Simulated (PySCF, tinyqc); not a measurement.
RHF in the sto-3g basis, for CH2, spin multiplicity 1, step by step. The lowest restricted solution is unstable here: a spin-polarised one lies 0.0280 hartree lower (PySCF). One step of it, computed by the program tinyqc.

Task: Iteration 2: DIIS coefficients. Solve [B -1; -1 0][c; lambda] = [0; -1] for the coefficients, which sum to one.

B (overlaps of the stored error matrices):
```
               1              2
1  7.8973342e-01  9.8533499e-02
2  9.8533499e-02  3.5584165e-02
```

Give: DIIS coefficients.

Result:

DIIS coefficients: -0.100  1.100
